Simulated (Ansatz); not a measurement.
# CH6AlB (SMILES [BH2][AlH][CH3]): functionals against CCSD(T) at one geometry

An exercise on one series of results from a longer session: the logs are not shown, and one member is left open.

Computed with Ansatz 0.2.0, Gaussian basis. Level: single points in def2-TZVPP.

Cores are frozen in the correlated methods.

**The system as given**

SMILES `[BH2][AlH][CH3]`, 9 atoms, charge 0, spin multiplicity 1.

Atoms are counted from 1 here; the program's logs count them from 0.

Bond lengths: B1–Al2 2.097 Å, B1–H4 1.191 Å, B1–H5 0.930 Å, Al2–C3 2.059 Å, Al2–H6 1.503 Å, C3–H7 1.227 Å, C3–H8 1.124 Å, C3–H9 1.136 Å. Angles: Al2–B1–H4 126.2°, Al2–B1–H5 119.7°, H4–B1–H5 113.4°, B1–Al2–C3 128.1°, B1–Al2–H6 121.4°, C3–Al2–H6 109.9°, Al2–C3–H7 113.6°, Al2–C3–H8 118.1°, Al2–C3–H9 114.6°, H7–C3–H8 103.2°, H7–C3–H9 103.6°, H8–C3–H9 101.9°.

As a file:

```xyz
9

B    -1.13970    1.03940   -1.47100
Al    0.20720    0.68880    0.09730
C     0.64920   -1.10020    1.01510
H    -1.72140    0.20910   -2.09660
H    -1.21760    1.89420   -1.83010
H     0.83410    1.82290    0.85800
H    -0.23250   -1.94580    0.89550
H     1.57570   -1.64750    0.69010
H     0.80070   -1.02990    2.13890
```

Set-up of the first run:

The input, run/in.yaml:

```yaml
crystal:
  periodic: [false, false, false]
  atoms:
    - {symbol: B, position_ang: [-1.139700, 1.039400, -1.471000]}
    - {symbol: Al, position_ang: [0.207200, 0.688800, 0.097300]}
    - {symbol: C, position_ang: [0.649200, -1.100200, 1.015100]}
    - {symbol: H, position_ang: [-1.721400, 0.209100, -2.096600]}
    - {symbol: H, position_ang: [-1.217600, 1.894200, -1.830100]}
    - {symbol: H, position_ang: [0.834100, 1.822900, 0.858000]}
    - {symbol: H, position_ang: [-0.232500, -1.945800, 0.895500]}
    - {symbol: H, position_ang: [1.575700, -1.647500, 0.690100]}
    - {symbol: H, position_ang: [0.800700, -1.029900, 2.138900]}
basis:
  gaussian: {orbitals: def2-TZVPP}
correlation: {method: ccsd_t}
output: {forces: true}
```

No record of the launch command was kept for these runs.

Among the steps run: CCSD(T)/def2-TZVPP; PBE0-D4/def2-TZVPP; wB97M-V/def2-TZVPP; r2SCAN-D4/def2-TZVPP; PBE-D4/def2-TZVPP; BHLYP-D4/def2-TZVPP; r2SCANh-D4/def2-TZVPP.

One table of the session follows, with a row left open; its other results are not shown here.

| method | RMS force component (eV/Å) | angle to CCSD(T) forces (°) | dipole (D) |
| --- | --- | --- | --- |
| CCSD(T) | 3.523 | reference | 0.89 |
| PBE0-D4 | 3.528 | 0.6 | 0.86 |
| wB97M-V | 3.471 | 0.9 | 0.89 |
| r2SCAN-D4 | ? | ? | ? |
| PBE-D4 | 3.507 | 1.7 | 0.82 |
| BHLYP-D4 | 3.481 | 2.2 | 0.93 |
| r2SCANh-D4 | 3.511 | 0.7 | 0.88 |

Q: Estimate the row for r2SCAN-D4 from the others.

**Answer.** RMS force component (eV/Å): 3.506; angle to CCSD(T) forces (°): 0.6; dipole (D): 0.86. In the column «RMS force component (eV/Å)» it lies between BHLYP-D4 (3.481) and PBE-D4 (3.507).
